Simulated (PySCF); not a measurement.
CH8Si2.
Z-matrix (Å and degrees, GFN2-xTB geometry), rows numbered from 1:
```
Si
C   1  1.8983
Si  2  1.8985  1  115.64
H   1  1.4669  2  109.61  3  -179.91
H   1  1.4640  2  109.79  3   -60.36
H   1  1.4642  2  109.88  3    60.36
H   2  1.0909  1  108.66  3  -122.48
H   2  1.0910  1  108.72  3   122.71
H   3  1.4643  2  109.82  1    60.41
H   3  1.4646  2  109.84  1   -60.34
H   3  1.4672  2  109.58  1   180.00
```

The calculation used delta-SCF UKS SCAN, pcX-2 on the ionised atom, pcseg-1 elsewhere, spin-free X2C in PySCF. Every row has its own mixed basis.

```csv
ionised atom,basis functions,E(ground) (Eh),E(ionised) (Eh)
C2,121,-623.03233,-612.37791
Si1,132,-623.08392,-555.23170
```

**Question.** Turn these total energies into binding energies.

**Answer.** E(ionised) − E(ground), at 27.2114 eV a hartree:

```tsv
atom	environment	difference (Eh)	binding energy (eV)
C2	sp3 carbon bound to silicon	10.65442	289.92
Si1	SiH3 silicon	67.85222	1846.35
```

**Question.** How much do the ground-state energies differ, and what would follow from using one of them for all holes?

**Answer.** They run from -623.0839 Eh (core basis on Si1) to -623.0323 Eh (on C2), 0.0516 Eh or 1.40 eV apart, for one and the same state in different bases and grids. Pairing the ion of C2 with the ground state of Si1 would put its binding energy 1.40 eV too high.

Only 1s holes are shown. Atoms equivalent by their bonding share one computed value, that of the first of them. Geometry: GFN2-xTB; no solvent, vibrations or thermal averaging.
